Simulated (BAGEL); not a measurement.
**C3H8S (ethyl methyl sulfide): PBE0/6-31G(d) (density fitting with cc-pvqz-jkfit, spherical functions)**

Aim: the energy change on altering one bond length of C3H8S (ethyl methyl sulfide) at PBE0/6-31G* (density fitting with cc-pvqz-jkfit, spherical functions), from 2 runs. 

The results are computed with BAGEL 1.2.2.

2 further runs of the same task are left out: 1 that didn't finish, 1 set aside as unsound or not needed. Runs told in other sessions of the task aren't counted.

### 1 The system as given

The species is C3H8S (12 atoms), meant as a singlet with charge 0. As SMILES, `CCSC`. The coordinates come from a PBE0-D4/def2-TZVP relaxation. This is one conformer, not always the lowest.

Bond lengths: C1–C2 1.516 Å, C2–S3 1.805 Å, S3–C4 1.796 Å, C1–H5 1.092 Å, C1–H6 1.094 Å, C1–H7 1.091 Å, C2–H8 1.094 Å, C2–H9 1.093 Å, C4–H10 1.092 Å, C4–H11 1.091 Å, C4–H12 1.090 Å. Some angles: C1–C2–S3 114.9°, C2–S3–C4 100.7°, C1–C2–H8 111.2°, C1–C2–H9 110.6°, S3–C2–H8 108.5°, S3–C2–H9 104.3°, C2–C1–H5 111.5°, C2–C1–H6 110.5°, C2–C1–H7 110.8°, S3–C4–H10 111.0°.

### 2 The energy at PBE0/6-31G(d) (density fitting with cc-pvqz-jkfit, spherical functions)

Input file input.json:

```json
{ "bagel" : [

{
  "title" : "molecule",
  "basis" : "6-31gs.json",
  "df_basis" : "cc-pvqz-jkfit",
  "angstrom" : true,
  "geometry" : [
    { "atom" : "C", "xyz" : [   -0.716500,    1.338140,    0.194560 ] },
    { "atom" : "C", "xyz" : [   -0.436280,    0.090430,    1.008430 ] },
    { "atom" : "S", "xyz" : [    1.191390,   -0.641460,    0.738740 ] },
    { "atom" : "C", "xyz" : [    1.009310,   -1.246600,   -0.942860 ] },
    { "atom" : "H", "xyz" : [   -0.711480,    1.127540,   -0.876850 ] },
    { "atom" : "H", "xyz" : [   -1.700480,    1.745720,    0.444170 ] },
    { "atom" : "H", "xyz" : [    0.034520,    2.105640,    0.390200 ] },
    { "atom" : "H", "xyz" : [   -1.195890,   -0.677020,    0.831520 ] },
    { "atom" : "H", "xyz" : [   -0.456940,    0.316320,    2.077610 ] },
    { "atom" : "H", "xyz" : [    0.169260,   -1.940130,   -1.020310 ] },
    { "atom" : "H", "xyz" : [    0.886020,   -0.434880,   -1.660900 ] },
    { "atom" : "H", "xyz" : [    1.927070,   -1.783700,   -1.184310 ] }
  ]
},
{
  "title" : "ks",
  "xc_func" : "pbe0"
},
{
  "title" : "print",
  "file" : "orbitals.molden",
  "orbitals" : true
}

]}
```

The basis set 6-31G* is read from a file made from the Basis Set Exchange's data (not shown).

Command:

```console
$ BAGEL_NUM_THREADS=1 BAGEL input.json > input.out
```

Standard output:

```text
* using 1 threads per process

  ===============================================================
  ===============================================================

  *** Geometry ***

  { "atom" : "C", "xyz" : [     -1.353989,      2.528718,      0.367665 ] },
  { "atom" : "C", "xyz" : [     -0.824450,      0.170888,      1.905657 ] },
  { "atom" : "S", "xyz" : [      2.251401,     -1.212184,      1.396016 ] },
  { "atom" : "C", "xyz" : [      1.907319,     -2.355733,     -1.781747 ] },
  { "atom" : "H", "xyz" : [     -1.344502,      2.130742,     -1.657006 ] },
  { "atom" : "H", "xyz" : [     -3.213441,      3.298933,      0.839360 ] },
  { "atom" : "H", "xyz" : [      0.065233,      3.979083,      0.737371 ] },
  { "atom" : "H", "xyz" : [     -2.259905,     -1.279382,      1.571345 ] },
  { "atom" : "H", "xyz" : [     -0.863491,      0.597758,      3.926114 ] },
  { "atom" : "H", "xyz" : [      0.319855,     -3.666314,     -1.928106 ] },
  { "atom" : "H", "xyz" : [      1.674335,     -0.821804,     -3.138646 ] },
  { "atom" : "H", "xyz" : [      3.641635,     -3.370704,     -2.238022 ] },

  Number of auxiliary basis functions:      874

  Since a DF basis is specified, we compute 2- and 3-index integrals:
    o Being stored without compression. Storage requirement is 0.040 GB

  Number of basis functions:       76
  Number of electrons      :       42

    * METHOD: MOLECULE                             0.76

  *** Kohn-Sham DFT ***

    * Removing 23276 points whose weight is below 1.00e-10
    * Grid points: 155596

  === Nuclear Repulsion ===
   171.6712279944

       - DIIS with orbital gradients will be used.

  === KS iteration (pbe0 / 6-31gs.json) ===
      0       -454.86288686          0.14155228           0.41
      1       -366.91036958          0.23811739           0.40
      2       -450.73705519          0.13592029           0.41
      3       -496.22578426          0.13980898           0.42
      4       -504.64004647          0.10861707           0.43
      5       -503.75429620          0.13140041           0.41
      6       -510.83309087          0.08018957           0.41
      7       -514.43373517          0.05315304           0.42
      8       -508.03758538          0.11285255           0.42
      9       -516.70485403          0.02082039           0.43
     10       -516.91086112          0.01360022           0.43
     11       -517.01038172          0.00265026           0.42
     12       -517.01345943          0.00104112           0.41
     13       -517.01394090          0.00026083           0.41
     14       -517.01397488          0.00004483           0.42
     15       -517.01397552          0.00002500           0.41
     16       -517.01397577          0.00000703           0.42
     17       -517.01397580          0.00000115           0.41
     18       -517.01397580          0.00000045           0.41
     19       -517.01397580          0.00000010           0.41
     20       -517.01397580          0.00000003           0.42
     21       -517.01397580          0.00000001           0.42
     22       -517.01397580          0.00000000           0.42
    * SCF iteration converged.

    * Permanent dipole moment:
           (    0.558707,    -0.068953,     0.418282) a.u.

    * METHOD: KS                                  10.40

    * METHOD: PRINT                                0.01

  ===============================================================
```

It took 11 s on 1 thread of Arm Neoverse V2, shared host; peak memory 0.57 GiB.

### 3 The distorted shape

Input file calc.json:

```json
{ "bagel": [

{
  "title": "molecule",
  "basis": "6-31gs.json",
  "df_basis": "cc-pvqz-jkfit",
  "angstrom": true,
  "geometry": [
    { "atom": "C", "xyz": [      -0.991852,       1.499284,       0.267001 ] },
    { "atom": "C", "xyz": [      -0.711632,       0.251574,       1.080871 ] },
    { "atom": "S", "xyz": [       0.916038,      -0.480316,       0.811181 ] },
    { "atom": "C", "xyz": [       0.733958,      -1.085456,      -0.870419 ] },
    { "atom": "H", "xyz": [      -0.986832,       1.288684,      -0.804409 ] },
    { "atom": "H", "xyz": [      -1.975832,       1.906864,       0.516611 ] },
    { "atom": "H", "xyz": [      -0.240832,       2.266784,       0.462641 ] },
    { "atom": "H", "xyz": [      -1.471242,      -0.515876,       0.903961 ] },
    { "atom": "H", "xyz": [      -0.732292,       0.477464,       2.150051 ] },
    { "atom": "H", "xyz": [      -0.106092,      -1.778986,      -0.947869 ] },
    { "atom": "H", "xyz": [       0.610668,      -0.273736,      -1.588459 ] },
    { "atom": "H", "xyz": [       1.927070,      -1.783700,      -1.184310 ] }
  ]
},

{
  "title": "ks",
  "xc_func": "pbe0"
},

{
  "title": "print",
  "file": "orbitals.molden",
  "orbitals": true
}

]}
```

The basis set 6-31G* is read from a file made from the Basis Set Exchange's data (not shown).

Command:

```console
$ BAGEL_NUM_THREADS=1 BAGEL calc.json > calc.out
```

Standard output:

```text
* using 1 threads per process

  ===============================================================
  ===============================================================

  *** Geometry ***

  { "atom" : "C", "xyz" : [     -1.874329,      2.833236,      0.504559 ] },
  { "atom" : "C", "xyz" : [     -1.344790,      0.475406,      2.042550 ] },
  { "atom" : "S", "xyz" : [      1.731061,     -0.907666,      1.532910 ] },
  { "atom" : "C", "xyz" : [      1.386980,     -2.051215,     -1.644854 ] },
  { "atom" : "H", "xyz" : [     -1.864842,      2.435260,     -1.520113 ] },
  { "atom" : "H", "xyz" : [     -3.733781,      3.603451,      0.976253 ] },
  { "atom" : "H", "xyz" : [     -0.455107,      4.283601,      0.874265 ] },
  { "atom" : "H", "xyz" : [     -2.780244,     -0.974864,      1.708239 ] },
  { "atom" : "H", "xyz" : [     -1.383831,      0.902276,      4.063008 ] },
  { "atom" : "H", "xyz" : [     -0.200485,     -3.361796,     -1.791213 ] },
  { "atom" : "H", "xyz" : [      1.153995,     -0.517286,     -3.001752 ] },
  { "atom" : "H", "xyz" : [      3.641635,     -3.370704,     -2.238022 ] },

  Number of auxiliary basis functions:      874

  Since a DF basis is specified, we compute 2- and 3-index integrals:
    o Being stored without compression. Storage requirement is 0.040 GB

  Number of basis functions:       76
  Number of electrons      :       42

    * METHOD: MOLECULE                             0.76

  *** Kohn-Sham DFT ***

    * Removing 22871 points whose weight is below 1.00e-10
    * Grid points: 156001

  === Nuclear Repulsion ===
   170.4422189042

       - DIIS with orbital gradients will be used.

  === KS iteration (pbe0 / 6-31gs.json) ===
      0       -455.06105335          0.14098281           0.43
      1       -366.41236424          0.23634220           0.42
      2       -450.53275961          0.13360736           0.43
      3       -495.46994214          0.14307956           0.42
      4       -504.66101244          0.10797873           0.47
      5       -499.26123098          0.13036937           0.47
      6       -510.22780332          0.08339183           0.47
      7       -512.62300827          0.07267147           0.47
      8       -484.60316943          0.25429895           0.47
      9       -508.57149731          0.11758619           0.46
     10       -515.04322216          0.06142079           0.47
     11       -516.89332249          0.01166316           0.47
     12       -516.95426109          0.00659788           0.47
     13       -516.97452323          0.00190787           0.47
     14       -516.97609445          0.00052271           0.47
     15       -516.97621384          0.00006370           0.46
     16       -516.97621577          0.00001455           0.47
     17       -516.97621585          0.00000429           0.47
     18       -516.97621585          0.00000160           0.46
     19       -516.97621586          0.00000042           0.47
     20       -516.97621586          0.00000017           0.47
     21       -516.97621586          0.00000005           0.47
     22       -516.97621586          0.00000002           0.48
     23       -516.97621586          0.00000001           0.49
    * SCF iteration converged.

    * Permanent dipole moment:
           (    0.624969,    -0.119044,     0.374113) a.u.

    * METHOD: KS                                  11.92

    * METHOD: PRINT                                0.01

  ===============================================================
```

Run time: 13 s. Hardware: 1 thread of Arm Neoverse V2, shared host; peak memory 0.57 GiB.

### 4 Outcome

Level: PBE0/6-31G* (density fitting with cc-pvqz-jkfit, spherical functions).

| quantity | value |
| --- | --- |
| first shape: total energy | -517.01398 Eh |
| first shape: dipole moment | 1.78 D |
| first shape: HOMO energy | -6.12 eV |
| first shape: LUMO energy | 1.65 eV |
| first shape: HOMO–LUMO gap | 7.77 eV |
| distorted shape: total energy | -516.97622 Eh |
| distorted shape: dipole moment | 1.88 D |
| distorted shape: HOMO energy | -6.16 eV |
| distorted shape: LUMO energy | 1.24 eV |
| distorted shape: HOMO–LUMO gap | 7.40 eV |
| energy change with the C4–H12 bond stretched from 1.090 to 1.418 Å | 1.028 eV |

**Reading.** With the C4–H12 bond stretched from 1.090 to 1.418 Å the energy rises by 1.03 eV (24 kcal/mol). The first shape isn't relaxed at this level, so the change isn't measured from a minimum.
